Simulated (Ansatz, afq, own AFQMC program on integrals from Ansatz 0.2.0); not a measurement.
# H₂Br, doublet: AFQMC among the cluster methods

```
atom   x (Å)   y (Å)    z (Å)
   H  0.0000  0.0000  -1.1723
   H  0.0000  0.0000  -0.2463
  Br  0.0000  0.0000   1.4187
```

Basis cc-pVTZ. Noble-gas cores (and the filled d shells of Ga–Kr and In–Xe) are frozen. AFQMC by an in-house program on the Cholesky factors that Ansatz 0.2.0 writes for its CCSD(T) run. ph-AFQMC/CISD is guided by a CISD state made of CCSD amplitudes; releasing the constraint for a short imaginary time cuts its bias at the price of noise, slowly where states lie close. ± is one standard error of the sampling. No spin–orbit coupling.

Determinant: UHF, the one that the program's search chose, which needn't be the lowest solution. The geometry is a point of a scan.

No full CI on the walks' own integrals is used here; CCSDT(Q) serves as the reference and is uncertain by about the last step of the cluster series.

Cautions: no relativity below Rb; no spin-orbit coupling; inner d shell frozen; the ph-AFQMC/HF walk drifts between its halves (2.3 errors).

```
T1 diagnostic                               : 0.0152
weight of the determinant in the CISD state : 0.907
⟨S²⟩ of the determinant                     : 0.798
size of the correlated space                : 9 electrons in 57 orbitals
```

```json
{"level": "MP2", "correlation energy (eV)": "-4.8825"}
{"level": "CCSD", "correlation energy (eV)": "-5.5955"}
{"level": "CCSD(T)", "correlation energy (eV)": "-5.7770"}
```

(1) Estimate where AFQMC with the constraint released lies against CCSD(T) on the same integrals.

(1) 0.62 ± 0.05 kcal/mol below CCSD(T).

Reference: CCSDT(Q), correlation energy -5.802 eV. The released energy is read at 2.40 1/Eh (meV from the phaseless value at times in 1/Eh: -4.7 ± 1.6 at 0.24, -3.2 ± 2.1 at 0.51, -8 ± 3 at 0.99, -4.9 ± 1.9 at 1.62, -5.8 ± 2.3 at 2.40).

```csv
level,E − E(reference) (kcal/mol),share of correlation (%)
CCSD(T),0.58,99.56
CCSDT,0.15,99.89
ph-AFQMC/HF,1.23 ± 0.36,99.08
ph-AFQMC/CISD,0.10 ± 0.05,99.93
released AFQMC,-0.04 ± 0.05,100.03
```

A walk keeps the symmetry of its determinant, which the program's search chose and which needn't be the lowest solution, so a lower state of the same spin and another symmetry isn't excluded. Released energies are given only where the last usable release times agree within the noise; a slower fall can still hide under it.
